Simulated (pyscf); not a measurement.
CH₄ (SMILES C) + H₃C–InH–NH₂ (SMILES [CH3][InH][NH2]) → H₃C–InH–CH₃ (SMILES [CH3][InH][CH3]) + NH₃ (SMILES N) (four-centre exchange; singlet surface; C–H, In–N broken, C–In, H–N formed). Single points on ωB97X-D3(BJ)/def2-SVP structures (PySCF, gas phase). Energies in kcal/mol from the separated reactants.

```tsv
level	barrier	reaction energy
ωB97X-D3(BJ)/def2-TZVP	28.8	+11.5
PBE/def2-TZVP	26.7	+11.7
r²SCAN/def2-TZVP	26.6	+12.4
PBE0-D3(BJ)/def2-TZVP	26.7	+11.0
M06-2X/def2-TZVP	28.4	+13.3
HF/def2-TZVP	46.3	+12.7
```

The functionals in the table span 2.2 kcal/mol in this barrier, from r²SCAN to ωB97X-D3(BJ)/def2-TZVP. On the product side the descent ends in an adduct with a In–N contact, 19.5 kcal/mol under the separated species and 36.8 kcal/mol under the saddle at ωB97X-D3(BJ)/def2-TZVP. What is counted as broken (In–N) persists as a longer contact in the product adduct; parting that adduct is a step of its own. One saddle was located; it need not be the lowest between these sides. Elements past Kr carry the def2 core potentials, without spin-orbit coupling.
